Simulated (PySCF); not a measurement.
# Fractional electron number in Li⁻ (lithium, charge -1)

The 2s beta orbital of [He] 2s2 is emptied in steps (occupation f), with all orbitals relaxed, ending at [He] 2s1. All numbers are calculated (PySCF 2.14, no relativity, point nucleus, in aug-cc-pVTZ (5s4p3d2f, 46 functions)). The exact energy is a straight line in f; departures are measured from the line between the end points of the same method.

```json
{"f": "1", "LDA (eV)": "0.000", "PBE (eV)": "0.000", "PBE0 (eV)": "0.000", "BHandHLYP (eV)": "0.000"}
{"f": "0.9", "LDA (eV)": "-0.130", "PBE (eV)": "-0.128", "PBE0 (eV)": "-0.089", "BHandHLYP (eV)": "-0.059"}
{"f": "0.7", "LDA (eV)": "-0.316", "PBE (eV)": "-0.308", "PBE0 (eV)": "-0.213", "BHandHLYP (eV)": "-0.148"}
{"f": "0.5", "LDA (eV)": "-0.390", "PBE (eV)": "-0.374", "PBE0 (eV)": "-0.258", "BHandHLYP (eV)": "-0.185"}
{"f": "0.3", "LDA (eV)": "-0.337", "PBE (eV)": "-0.314", "PBE0 (eV)": "-0.215", "BHandHLYP (eV)": "-0.162"}
{"f": "0.1", "LDA (eV)": "-0.147", "PBE (eV)": "-0.127", "PBE0 (eV)": "-0.086", "BHandHLYP (eV)": "-0.069"}
{"f": "0", "LDA (eV)": "0.000", "PBE (eV)": "0.000", "PBE0 (eV)": "0.000", "BHandHLYP (eV)": "0.000"}
```

```
   method  E(f=0) − E(f=1) (eV)  −ε at f=1 (eV)  −ε at f=0.5 (eV)
      LDA                 0.588          -0.819             0.524
      PBE                 0.511          -0.881             0.488
     PBE0                 0.494          -0.471             0.486
BHandHLYP                 0.434          -0.191             0.392
```

Orbital energy along the path (eV):

```tsv
f	LDA	PBE	PBE0	BHandHLYP
1	0.819	0.881	0.471	0.191
0.9	0.593	0.647	0.311	0.115
0.7	0.078	0.116	-0.063	-0.108
0.5	-0.524	-0.488	-0.486	-0.392
0.3	-1.188	-1.130	-0.928	-0.721
0.1	-1.892	-1.747	-1.343	-1.070
0	-2.100	-0.584	-0.146	-0.986
```

As f goes to zero the orbital energy of a semilocal functional can turn back, because the density of that orbital vanishes from the exchange-correlation potential.

At f = 1 the orbital energy is positive for LDA, PBE, PBE0, BHandHLYP: only the finite basis holds the electron.

Reference removal energy between the ground levels: 0.618 eV (measured; photodetachment measurements, as compiled on the Wikipedia data page of electron affinities).
